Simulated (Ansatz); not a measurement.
# C₃H₅F₂, SMILES FC[CH]CF: vertical spin-state energies

Computed with Ansatz 0.2.0 through its Python package.

`c3h5f2.xyz`
```text
10

F    -2.45530    0.13150   -0.06210
C    -1.17100   -0.31570   -0.30910
C    -0.17070    0.63630    0.33810
C     1.27120    0.20810    0.08480
F     1.55630    0.27100   -1.26700
H    -1.01070   -0.35100   -1.40710
H    -1.05700   -1.33750    0.11150
H    -0.35830    0.68900    1.43240
H     1.95570    0.89450    0.62540
H     1.43990   -0.82630    0.45310
```

Run as a notebook:

**Cell 1**
```python
import ansatz as az
```

**Cell 2**
```python
c3h5f2 = az.Crystal.molecule_from_extxyz("c3h5f2.xyz")
```

**Cell 3**
```python
calculation = c3h5f2.calculation().basis(gaussian="def2-SVPD").functional("b3lyp")
found = {}
for unpaired in [1, 3, 5]:
    rep = calculation.spin("collinear", total=unpaired).run(threads=1, backend="cpu").report
    s = unpaired / 2
    found[unpaired] = rep["free_energy_ev"]
    print(f"2S+1 = {unpaired + 1}: E = {found[unpaired]:.5f} eV, <S^2> = {abs(rep['mean_field']['state']['spin_squared']):.3f} (pure state {s * (s + 1):.2f})")
lowest = min(found, key=found.get)
for unpaired, e in found.items():
    print(f"multiplicity {unpaired + 1}: {(e - found[lowest]):.3f} eV above the lowest")
```
Output:
```text
2S+1 = 2: E = -8618.21006 eV, <S^2> = 0.753 (pure state 0.75)
2S+1 = 4: E = -8609.61260 eV, <S^2> = 3.755 (pure state 3.75)
2S+1 = 6: E = -8600.12555 eV, <S^2> = 8.757 (pure state 8.75)
multiplicity 2: 0.000 eV above the lowest
multiplicity 4: 8.597 eV above the lowest
multiplicity 6: 18.085 eV above the lowest
```

In order: multiplicity 2 (+0.00 eV), multiplicity 4 (+8.60 eV) and multiplicity 6 (+18.08 eV), all at the one geometry.

Reading the output:
- Total energies depend on the basis set; only differences at equal settings carry meaning.
- The geometry is a force-field or estimated start, not a minimum of this method, and the basis set is short of its limit. All parts are taken at fixed geometry, without zero-point energy.
- The run takes the species as open-shell (spin multiplicity 2), which needn't be its ground state.
- b3lyp holds the VWN-RPA fit, as in Gaussian; the form of ORCA and Turbomole is b3lyp5.
- Hardware and time: 86 s on 1 thread of Arm Neoverse V1, with other jobs on the host, peak memory 0.57 GiB.
